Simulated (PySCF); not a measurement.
C₄H₃FN (charge -1).
Numbering: `[F:1][c:2]1[cH:3][cH:4][cH:5][n-:6]1` (hydrogens: H7 on C3; H8 on C4; H9 on C5)

The same species was optimised twice, with GFN2-xTB and with PBE0-D3(BJ)/def2-SVP (PySCF), and the same property calculations (PySCF, gas phase) were run on both structures.

```csv
coordinate,GFN2-xTB,PBE0-D3(BJ)/def2-SVP,change
F1–C2 (Å),1.384,1.361,-0.023
C2–C3 (Å),1.378,1.396,+0.018
C4–C5 (Å),1.381,1.398,+0.017
C3–C4 (Å),1.407,1.425,+0.018
C5–N6 (Å),1.354,1.365,+0.011
C2–N6 (Å),1.334,1.325,-0.009
C3–C2–N6 (°),114.6,115.1,+0.5
F1–C2–N6 (°),120.3,119.8,-0.5
C2–C3–C4 (°),103.7,103.2,-0.5
C2–N6–C5 (°),103.6,104.0,+0.4
C3–C4–C5 (°),105.9,105.6,-0.3
C4–C5–N6 (°),112.3,112.1,-0.2
F1–C2–C3 (°),125.1,125.1,0.0
```

Rotational constants: A = 9432, B = 3616, C = 2614 MHz (GFN2-xTB) against A = 9288, B = 3630, C = 2610 MHz (PBE0-D3(BJ)/def2-SVP). Point groups within 0.08 Å: Cs and Cs.

On the GFN2-xTB structure: HOMO (eV) -0.15 [PBE0/pcSseg-1]; LUMO (eV) 6.51 [PBE0/pcSseg-1]; GIAO shielding of F1 (ppm) 324.6 [PBE0/pcSseg-1]; GIAO shielding of C2 (ppm) 19.8 [PBE0/pcSseg-1]; GIAO shielding of C3 (ppm) 109.0 [PBE0/pcSseg-1]; GIAO shielding of C4 (ppm) 88.7 [PBE0/pcSseg-1]; GIAO shielding of C5 (ppm) 70.9 [PBE0/pcSseg-1]; GIAO shielding of N6 (ppm) 2.9 [PBE0/pcSseg-1].

Question: What do these properties become on the PBE0-D3(BJ)/def2-SVP structure?

Answer: 
```json
{"property": "HOMO (eV)", "level": "PBE0/pcSseg-1", "on GFN2-xTB": "-0.15", "on PBE0-D3(BJ)/def2-SVP": "-0.09", "change": "+0.06"}
{"property": "LUMO (eV)", "level": "PBE0/pcSseg-1", "on GFN2-xTB": "6.51", "on PBE0-D3(BJ)/def2-SVP": "6.50", "change": "-0.01"}
{"property": "energy, GFN2-xTB geometry as zero (kcal/mol)", "level": "PBE0/pcSseg-1", "on GFN2-xTB": "0.0", "on PBE0-D3(BJ)/def2-SVP": "-0.4", "change": "-0.4"}
{"property": "GIAO shielding of F1 (ppm)", "level": "PBE0/pcSseg-1", "on GFN2-xTB": "324.6", "on PBE0-D3(BJ)/def2-SVP": "325.2", "change": "+0.6"}
{"property": "GIAO shielding of C2 (ppm)", "level": "PBE0/pcSseg-1", "on GFN2-xTB": "19.8", "on PBE0-D3(BJ)/def2-SVP": "21.5", "change": "+1.7"}
{"property": "GIAO shielding of C3 (ppm)", "level": "PBE0/pcSseg-1", "on GFN2-xTB": "109.0", "on PBE0-D3(BJ)/def2-SVP": "106.6", "change": "-2.4"}
{"property": "GIAO shielding of C4 (ppm)", "level": "PBE0/pcSseg-1", "on GFN2-xTB": "88.7", "on PBE0-D3(BJ)/def2-SVP": "83.4", "change": "-5.3"}
{"property": "GIAO shielding of C5 (ppm)", "level": "PBE0/pcSseg-1", "on GFN2-xTB": "70.9", "on PBE0-D3(BJ)/def2-SVP": "68.8", "change": "-2.1"}
{"property": "GIAO shielding of N6 (ppm)", "level": "PBE0/pcSseg-1", "on GFN2-xTB": "2.9", "on PBE0-D3(BJ)/def2-SVP": "3.5", "change": "+0.6"}
```

The heavy atoms differ by 0.014 Å rms after alignment. Among bonds between heavy atoms F1–C2 changes most (-0.023 Å). Changes are differences of the printed values. Neither structure is proved a minimum here. Isolated species at its PBE0-D3(BJ)/def2-SVP geometry, gas phase.
